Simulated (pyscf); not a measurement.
Thermochemistry of product channels of H₂Se (SMILES [SeH2]) + HC≡CH (SMILES C#C) on the singlet surface, in kcal/mol, from ωB97M-D3(BJ)/def2-TZVP energies (ideal gas, 1 atm, RRHO with modes under 100 cm⁻¹ raised to 100, one conformer, R ln 2 for rigid chiral ones). Single points on ωB97X-D3(BJ)/def2-SVP structures (PySCF, gas phase).

| products | ΔE | ΔH(298 K) | ΔG(298 K) | ΔG(1200 K) |
|---|---|---|---|---|
| HC≡C–SeH (SMILES C#C[SeH]) + H₂ (SMILES [H][H]) | +15.3 | +12.9 | +13.7 | +14.2 |
| H₂C=CH–SeH (SMILES C=C[SeH]) | -36.1 | -31.9 | -22.4 | +6.6 |

The channel to H₂C=CH–SeH turns unfavourable between 298 and 1200 K (ΔG from -22.4 kcal/mol to +6.6 kcal/mol).

These are energies of the channels, which say nothing of barriers. H₂C=CH–SeH lies 5.6 kcal/mol over its isomer cyclic C₂H₄Se (SMILES C1C[Se]1), and others may lie lower still (electronic energy, ωB97M-D3(BJ)). Elements up to Kr have no core potential and no relativistic terms here.
